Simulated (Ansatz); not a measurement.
A nudged elastic band was laid between two geometries of C3H7NS (12 atoms, charge 0, multiplicity 1).

Theory: Ansatz 0.2.0, RKS B3LYP/def2-SVP.

```yaml
movable_images: 8
climbing_image: no
spring: 5.0 eV/Å²
optimiser: quadratic models (default)
start_path: IDPP
force_threshold: 0.03 eV/Å
iteration_limit: 60
end_points: relaxed
```

Image 0:

```xyz
12
Properties=species:S:1:pos:R:3
N -1.683 -0.375 0.458
C -0.310 -0.770 0.343
C 0.775 0.104 0.887
C 0.709 -0.133 -0.611
S 0.129 1.161 -1.723
H -1.782 0.629 0.309
H -2.244 -0.831 -0.263
H -0.177 -1.849 0.480
H 0.481 1.095 1.246
H 1.602 -0.348 1.442
H 1.462 -0.798 -1.046
H 1.115 2.060 -1.488
```

Image 9:

```xyz
12
Properties=species:S:1:pos:R:3
N -1.662 -0.168 0.192
C -0.318 -0.656 0.315
C 0.711 0.260 0.929
C 0.753 -0.031 -0.552
S 0.240 1.208 -1.766
H -2.159 -0.232 1.080
H -2.189 -0.712 -0.491
H -0.169 -1.731 0.507
H 0.362 1.255 1.217
H 1.485 -0.173 1.571
H 1.529 -0.711 -0.915
H 1.494 1.636 -2.051
```

Question: What changes between the two ends?

Answer: No bond is made or broken. The height of N1 over the plane of its neighbours goes from 0.38 to -0.37 Å.

Question: What energy profile does the band end with?

Answer: It converged. The highest image is number 6 of 0 to 9, 15.2 kJ/mol above the first end and 13.0 kJ/mol above the last; the last end lies 2.2 kJ/mol above the first. No image climbed, so the highest image needn't sit at the top of the path.

```csv
image,path coordinate (Å),energy (kJ/mol),height of N1 over the plane of its neighbours (Å)
0,0.00,0.0,0.38
1,0.22,0.4,0.38
2,0.45,1.7,0.37
3,0.67,3.7,0.35
4,0.90,6.8,0.30
5,1.12,14.2,0.14
6,1.34,15.2,-0.09
7,1.57,6.5,-0.28
8,1.79,2.8,-0.36
9,2.02,2.2,-0.37
```

Question: What is the geometry of the highest image?

Answer: 
```xyz
12
Properties=species:S:1:pos:R:3
N -1.648 -0.253 0.214
C -0.321 -0.718 0.333
C 0.711 0.217 0.908
C 0.767 -0.126 -0.561
S 0.235 1.067 -1.808
H -2.067 0.289 0.954
H -2.268 -0.656 -0.472
H -0.160 -1.785 0.564
H 0.370 1.225 1.160
H 1.480 -0.192 1.570
H 1.548 -0.816 -0.895
H 1.430 1.692 -1.933
```

Time of the run: 3 min on 2 threads of Arm Neoverse V2, with other jobs on the host, peak memory 0.26 GiB.
